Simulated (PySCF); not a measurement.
First SCF of a structure search on doublet BN₂, at a hand-made linear geometry. PySCF input:

```python
from pyscf import gto, scf, dft
mol = gto.M(atom='''
B      0.000000     0.000000     0.000000
N      0.000000     0.000000     1.380000
N      0.000000     0.000000    -1.380000''',
    basis={'B': 'def2-TZVP', 'N': 'def2-TZVP'},
    charge=0, spin=1)
mf = dft.UKS(mol, xc='PBE0')
mf.grids.atom_grid = (50, 194)
aux = {'B': 'def2-universal-JKFIT', 'N': 'def2-universal-JKFIT'}
mf = mf.density_fit(auxbasis=aux)
mf.conv_tol = 1e-08
mf.diis_space = 10
mf.max_cycle = 60
mf.init_guess = 'minao'
mf.verbose = 4
mf.kernel()
```

Excerpt of the output (cycles alone):

```
init E= -134.064286940211
cycle= 1 E= -134.011787782553  delta_E= 0.0525  |g|= 0.143  |ddm|= 1.18
cycle= 2 E= -134.020083742025  delta_E= -0.0083  |g|= 0.0991  |ddm|= 0.26
cycle= 3 E= -134.023814157716  delta_E= -0.00373  |g|= 0.05  |ddm|= 0.0747
cycle= 4 E= -134.025198485125  delta_E= -0.00138  |g|= 0.0119  |ddm|= 0.0402
cycle= 5 E= -134.025382274897  delta_E= -0.000184  |g|= 0.0036  |ddm|= 0.0163
cycle= 6 E= -134.025411774594  delta_E= -2.95e-05  |g|= 0.000774  |ddm|= 0.00789
cycle= 7 E= -134.025413138688  delta_E= -1.36e-06  |g|= 0.000192  |ddm|= 0.00175
cycle= 8 E= -134.025413226331  delta_E= -8.76e-08  |g|= 4.17e-05  |ddm|= 0.000455
cycle= 9 E= -134.025413230379  delta_E= -4.05e-09  |g|= 6.63e-06  |ddm|= 9.5e-05
Extra cycle  E= -134.025413230413  delta_E= -3.47e-11  |g|= 6.26e-06  |ddm|= 1.1e-05
converged SCF energy = -134.025413230413  <S^2> = 0.78915227  2S+1 = 2.0387764
```

This is not the lowest solution: all starts ended here, but a stability analysis within the same unrestricted form found one 55.7 kJ/mol lower, at -134.04663 Eh.

The search for the lowest solution, 3 starts and the stability check together, took 6.1 s on 4 threads of a shared Arm Neoverse V2 host, with 93 basis functions; the process peaked at 0.38 GiB.
